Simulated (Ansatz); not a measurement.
# C₂H₅N: one structure at several levels

The atoms stand at a structure displaced at random from a GFN2-xTB minimum. How far do the functionals agree with CCSD(T) there?

Method: single points in def2-TZVPP; program: Ansatz 0.2.0, Gaussian basis.

Cores are frozen in the correlated methods.

### Step 1. Starting geometry

8 atoms, charge 0, spin multiplicity 1.

Atoms are counted from 1 here; the program's logs count them from 0.

Bond lengths: C1–N2 1.354 Å, C1–H4 1.158 Å, C1–H5 1.082 Å, N2–C3 1.463 Å, C3–H6 1.161 Å, C3–H7 1.046 Å, C3–H8 1.009 Å. Angles: N2–C1–H4 124.5°, N2–C1–H5 118.0°, H4–C1–H5 117.4°, C1–N2–C3 119.3°, N2–C3–H6 118.5°, N2–C3–H7 115.1°, N2–C3–H8 102.7°, H6–C3–H7 91.4°, H6–C3–H8 116.8°, H7–C3–H8 112.7°.

Geometry (Å):

```csv
atom,x (Å),y (Å),z (Å)
C1,-0.7471,0.7661,-0.9041
N2,0.4803,0.6370,-0.3466
C3,0.7191,-0.4381,0.6159
H4,-1.6182,0.0189,-0.7526
H5,-0.9411,1.6415,-1.5102
H6,-0.0503,-0.5980,1.4706
H7,0.5552,-1.4050,0.2516
H8,1.6771,-0.2819,0.8904
```

### Step 2. CCSD(T)/def2-TZVPP

Input file run/in.yaml:

```yaml
crystal:
  periodic: [false, false, false]
  atoms:
    - {symbol: C, position_ang: [-0.747100, 0.766100, -0.904100]}
    - {symbol: N, position_ang: [0.480300, 0.637000, -0.346600]}
    - {symbol: C, position_ang: [0.719100, -0.438100, 0.615900]}
    - {symbol: H, position_ang: [-1.618200, 0.018900, -0.752600]}
    - {symbol: H, position_ang: [-0.941100, 1.641500, -1.510200]}
    - {symbol: H, position_ang: [-0.050300, -0.598000, 1.470600]}
    - {symbol: H, position_ang: [0.555200, -1.405000, 0.251600]}
    - {symbol: H, position_ang: [1.677100, -0.281900, 0.890400]}
basis:
  gaussian: {orbitals: def2-TZVPP}
correlation: {method: ccsd_t}
output: {forces: true}
```

The command line of these runs was not kept.

### Step 3. PBE0-D4/def2-TZVPP

Changes to run/in.yaml since step 2:

```diff
@@ -13,3 +13,3 @@
   gaussian: {orbitals: def2-TZVPP}
-correlation: {method: ccsd_t}
-output: {forces: true}
+hamiltonian: {xc: pbe0, dispersion: d4}
+output: {forces: true, orbitals: {seedname: orbitals}}
```

### Step 4. wB97M-V/def2-TZVPP

Changes to run/in.yaml since step 3:

```diff
@@ -13,3 +13,3 @@
   gaussian: {orbitals: def2-TZVPP}
-hamiltonian: {xc: pbe0, dispersion: d4}
-output: {forces: true, orbitals: {seedname: orbitals}}
+hamiltonian: {xc: {name: wB97M-V}}
+output: {forces: true}
```

### Step 5. r2SCAN-D4/def2-TZVPP

Changes to run/in.yaml since step 4:

```diff
@@ -13,3 +13,3 @@
   gaussian: {orbitals: def2-TZVPP}
-hamiltonian: {xc: {name: wB97M-V}}
+hamiltonian: {xc: r2scan, dispersion: d4}
 output: {forces: true}
```

### Step 6. PBE-D4/def2-TZVPP

Changes to run/in.yaml since step 5:

```diff
@@ -13,3 +13,3 @@
   gaussian: {orbitals: def2-TZVPP}
-hamiltonian: {xc: r2scan, dispersion: d4}
+hamiltonian: {xc: pbe, dispersion: d4}
 output: {forces: true}
```

### Step 7. HSE06-D4/def2-TZVPP

Changes to run/in.yaml since step 6:

```diff
@@ -13,3 +13,3 @@
   gaussian: {orbitals: def2-TZVPP}
-hamiltonian: {xc: pbe, dispersion: d4}
+hamiltonian: {xc: hse06, dispersion: d4}
 output: {forces: true}
```

### Step 8. r2SCANh-D4/def2-TZVPP

Changes to run/in.yaml since step 7:

```diff
@@ -13,3 +13,3 @@
   gaussian: {orbitals: def2-TZVPP}
-hamiltonian: {xc: hse06, dispersion: d4}
+hamiltonian: {xc: {name: r2SCANh}, dispersion: d4}
 output: {forces: true}
```

(Steps that only read results are left out.)

**Question.** What will these runs give? Wanted: energy less free atoms, CCSD(T)/def2-TZVPP; RMS force component; RMS force error; HOMO and LUMO, PBE0-D4; T1 diagnostic.

The runs gave:

| quantity | value |
| --- | --- |
| energy less free atoms, CCSD(T)/def2-TZVPP | -2891.4 kJ/mol |
| RMS force component | 1.780 to 1.978 eV/Å over the methods |
| RMS force error | PBE0-D4 0.328, wB97M-V 0.311, r2SCAN-D4 0.214, PBE-D4 0.209, HSE06-D4 0.323, r2SCANh-D4 0.279 eV/Å |
| HOMO and LUMO, PBE0-D4 | -7.47 and -1.07 eV |
| T1 diagnostic | 0.013 |

What this shows: Against CCSD(T) the functionals' energies less atoms differ by -167.8 to -46.6 kJ/mol, PBE-D4 by -167.8 kJ/mol. A larger basis would deepen the CCSD(T) value, while the functionals are nearly converged already, so the order here is not reliable. The forces of PBE-D4 come nearest to CCSD(T), those of PBE0-D4 are farthest. Frozen-core CCSD(T) forces in triple zeta carry basis errors of their own, and this is one geometry, so small gaps rank nothing. The restricted Hartree–Fock reference is unstable towards an unrestricted one at one or more of these structures.
